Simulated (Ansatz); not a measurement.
Mulliken charges of CH3FMg (`[CH3][Mg][F]`) from ωB97M-V/def2-TZVPP in Ansatz (PBE0-D4/def2-TZVP geometry).

```tsv
atom	x (Å)	y (Å)	z (Å)	charge (e)
C1	0.532	-0.447	0.375	-0.741
Mg2	-0.856	0.706	-0.636	0.900
F3	-2.037	1.686	-1.497	-0.560
H4	0.136	-1.440	0.605	0.134
H5	1.443	-0.586	-0.215	0.134
H6	0.823	0.017	1.322	0.134
```

Q: By hand: the dipole of these point charges (1 e Å = 4.8032 D).

A: Σ q r = (0.298, -0.247, 0.217) e Å, of length 0.444 e Å = 2.13 D.

Q: How does the dipole of the full density compare? (Best estimate.)

A: Computed: (0.273, -0.227, 0.199) e Å, 1.95 D; the point charges give 1.09 times that, at 0° from its direction.

Point charges leave out the atoms' own dipoles, such as those of lone pairs, and Mulliken's split depends on the basis, so the close match here is no proof of good charges.
